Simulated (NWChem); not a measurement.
**Polarisability of hydrogen fluoride (HF)**

```xyz
2

F      0.0000     0.0000     0.0925
H      0.0000     0.0000    -0.8323
```
Charge 0, spin multiplicity 1.

Program: NWChem. Structure: optimised with B3LYP/def2-SVP, a minimum by its harmonic frequencies.

Basis set: 6-31G*. Static limit. This basis has no diffuse functions, which lowers polarisabilities.

The correlated methods keep 1 core orbital frozen. B3LYP has NWChem's definition, with VWN1-RPA local correlation. The Pople sets run with spherical d functions. Coupled-cluster values serve here as a point of comparison, not as the truth.

```
method                isotropic polarisability (bohr³)
--------------------  --------------------------------
PBE                                         (withheld)
HF                                          (withheld)
CCSD linear response                              2.69
BHandHLYP                                         2.69
B3LYP                                       (withheld)
```

### Question
What belongs in the gaps?

### Answer

- PBE, isotropic polarisability (bohr³): 2.78
- HF, isotropic polarisability (bohr³): 2.63
- B3LYP, isotropic polarisability (bohr³): 2.73
